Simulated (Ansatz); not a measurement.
Ansatz (a first-principles code) input (B3LYP/6-31G**): The .json file is the Basis Set Exchange's 6-31G**.

Ansatz 0.2 input:
```yaml
crystal:
  periodic: [false, false, false]
  atoms:
    - {symbol: Al, position_ang: [-0.00224844, 0.48080362, 0.00489246]}
    - {symbol: F, position_ang: [1.43233011, -0.34050959, -0.00814095]}
    - {symbol: F, position_ang: [-1.42908236, -0.35398453, 0.00107407]}
basis:
  gaussian:
    orbitals: 6-31G__.json
hamiltonian:
  xc: {name: B3LYP}
magnetization: {spin_polarized: true, initial_magnetization: 1}
output: {forces: true}
```

### Question
What final total energy does it give?

### Answer
-442.21325 Eh.
